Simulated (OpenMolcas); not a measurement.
**CH3NS (thioformamide) at HF/ANO-L-VDZ**

Aim: the vertical ionisation energy of CH3NS (thioformamide) at HF/ANO-L-VDZ, from 2 runs. 

The results are computed with OpenMolcas 26.06.

## 1. The molecule

The species is CH3NS (6 atoms), meant as a singlet with charge 0. As SMILES, `NC=S`. The coordinates come from a PBE0-D4/def2-TZVP relaxation. This is one conformer, not always the lowest.

Bond lengths: N1–C2 1.334 Å, C2–S3 1.630 Å, N1–H4 1.007 Å, N1–H5 1.005 Å, C2–H6 1.092 Å. Angles: N1–C2–S3 126.0°, N1–C2–H6 112.7°, S3–C2–H6 121.3°, C2–N1–H4 119.2°, C2–N1–H5 121.6°, H4–N1–H5 119.2°.

## 2. Energy and gradient at HF/ANO-L-VDZ

coord.xyz reads:

```xyz
6

N     -0.636300    -0.048520    -0.353380
C      0.513110     0.141070     0.297200
S      1.569440    -1.020450     0.735440
H     -0.905950    -0.983900    -0.612500
H     -1.239950     0.718840    -0.591650
H      0.699650     1.192950     0.524900
```

job.inp reads:

```
* CH3NS Hartree-Fock
>>> EXPORT MOLCAS_PRINT=2
&GATEWAY
Coord=coord.xyz
Basis=ANO-L-VDZ
Group=NoSym
&SEWARD
&SCF
PrOrbitals=0
&ALASKA
```

Run with:

```
$ export MOLCAS_MEM=1860
$ pymolcas job.inp > job.log
```

Log:

```text
--- Start Module: gateway ---
[...]
--- Stop Module: gateway /rc=_RC_ALL_IS_WELL_ ---
[...]
      Basis functions           37
[...]
--- Start Module: scf ---
[...]
       Convergence after  12 Iterations
[...]
::    Total SCF energy                               -491.5362399498
[...]
      Total spin, S                                     0.0000000000
[...]
      Total electronic charge=   32.000000
      Total            charge=   -0.000000
[...]
      Dipole Moment (debye):
      Origin of the operator (angstrom)=    0.7536   -0.5029    0.3516
                   X= -3.9547E+00               Y=  2.5916E+00               Z= -1.8512E+00           Total=  5.0777E+00
      Quadrupole Moment (debye*angstrom):
[...]
--- Stop Module: scf /rc=_RC_ALL_IS_WELL_ ---
--- Start Module: alaska ---
[...]
 *              Molecular gradients               *
 **************************************************
  Irreducible representation: a
 ------------------------------------------------------------------------------------------
                              X                       Y                       Z
 ------------------------------------------------------------------------------------------
  N1                2.26908415241223E-03    5.92366843624959E-04    1.32027928822742E-03
  C2                2.24594431685010E-02   -3.58311970661722E-02    7.97682157599588E-03
  S3               -3.02413309129790E-02    3.01745591843972E-02   -1.29142609340063E-02
  H4                3.47767975658297E-03    7.98932408852870E-04    1.99574277998549E-03
  H5                2.40862647776519E-03   -4.77568264452444E-04    1.25281679984379E-03
  H6               -3.73502642305956E-04    4.74290689379187E-03    3.68600489942361E-04
 ------------------------------------------------------------------------------------------
--- Stop Module: alaska /rc=_RC_ALL_IS_WELL_ ---
[...]
```

Wall time 4.2 s (1 thread of Arm Neoverse V2, shared host); peak memory 0.37 GiB.

## 3. The doublet cation

coord.xyz is that of step 2.

job.input reads:

```
&GATEWAY
Coord
coord.xyz
Basis
ANO-L-VDZ
Group
NoSym
&SEWARD
&SCF
UHF
Charge
1
Spin
2
PrOrbitals
0
&ALASKA
```

Run with:

```
$ export MOLCAS_MEM=1860
$ pymolcas job.input > job.log
```

Log:

```text
--- Start Module: gateway ---
[...]
--- Stop Module: gateway /rc=_RC_ALL_IS_WELL_ ---
[...]
      Basis functions           37
[...]
--- Start Module: scf ---
[...]
       Convergence after  21 Iterations
[...]
::    Total SCF energy                               -491.2485792699
[...]
      Total spin, S                                     0.5070478475
[...]
      Total electronic charge=   31.000000
      Total            charge=    1.000000
[...]
      Dipole Moment (debye):
      Origin of the operator (angstrom)=    0.7536   -0.5029    0.3516
                   X= -2.6210E+00               Y=  2.0118E+00               Z= -1.1918E+00           Total=  3.5124E+00
      Center of Charge (angstrom)
[...]
--- Stop Module: scf /rc=_RC_ALL_IS_WELL_ ---
[...]
--- Start Module: alaska ---
[...]
 *              Molecular gradients               *
 **************************************************
  Irreducible representation: a
 ------------------------------------------------------------------------------------------
                              X                       Y                       Z
 ------------------------------------------------------------------------------------------
  N1               -4.59298330671540E-02    6.09678348918119E-03   -2.43483757014600E-02
  C2                8.76150888694211E-02   -5.64236685853388E-02    4.11091017030892E-02
  S3               -5.09003764023372E-02    4.81511508348884E-02   -2.20527820689398E-02
  H4                1.09490644006329E-02    3.82956992114813E-03    6.43848962339533E-03
  H5                6.21412677328070E-03   -6.51021912663197E-03    2.60888988776764E-03
  H6               -7.94807057382163E-03    4.85638346673678E-03   -3.75532344386453E-03
 ------------------------------------------------------------------------------------------
--- Stop Module: alaska /rc=_RC_ALL_IS_WELL_ ---
[...]
```

Wall time 4.8 s (1 thread of Arm Neoverse V2, shared host); peak memory 0.37 GiB.

## 4. Summary of results

Level: HF/ANO-L-VDZ.

| quantity | value |
| --- | --- |
| singlet CH3NS: total energy | -491.53624 Eh |
| singlet CH3NS: dipole moment | 5.08 D |
| singlet CH3NS: HOMO energy | -9.30 eV |
| singlet CH3NS: LUMO energy | 2.14 eV |
| singlet CH3NS: HOMO–LUMO gap | 11.44 eV |
| singlet CH3NS: largest force on an atom | 2.295 eV/Å |
| doublet cation: total energy | -491.24858 Eh |
| doublet cation: HOMO energy (highest over α and β) | -16.76 eV |
| doublet cation: LUMO energy (lowest over α and β) | -6.60 eV |
| doublet cation: ⟨S²⟩ | 0.764 |
| doublet cation: largest force on an atom | 5.761 eV/Å |
| vertical ionisation energy (to the doublet cation) | 7.828 eV |

In words: Removing an electron at fixed nuclei costs 7.83 eV (755 kJ/mol). The largest force (singlet CH3NS) is 2.29 eV/Å: the shape isn't a stationary point for this species at this level. The negative HOMO energy of the first species, 9.30 eV, lies 1.47 eV above that difference.
